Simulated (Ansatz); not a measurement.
Mulliken charges of BClHS, SMILES `S[B]Cl` radical from ωB97M-V/def2-TZVPP in Ansatz (PBE0-D4/def2-TZVP geometry).

```
atom   x (Å)   y (Å)   z (Å)  charge (e)
  S1   0.566  -0.789   0.531      -0.071
  B2  -0.300   0.476  -0.346      -0.001
 Cl3  -2.014   0.616  -0.427      -0.065
  H4   1.803  -0.363   0.221       0.136
```

Question: By hand: the dipole of these point charges (1 e Å = 4.8032 D).

Answer: Σ q r = (0.336, -0.034, 0.020) e Å, of length 0.338 e Å = 1.62 D.

Question: How does the dipole of the full density compare? (Estimate.)

Answer: Ansatz gave: (0.206, -0.060, 0.040) e Å, 1.05 D; the point charges give 1.54 times that, at 13° from its direction.

Point charges leave out the atoms' own dipoles, such as those of lone pairs, and Mulliken's split depends on the basis, so the two needn't agree.
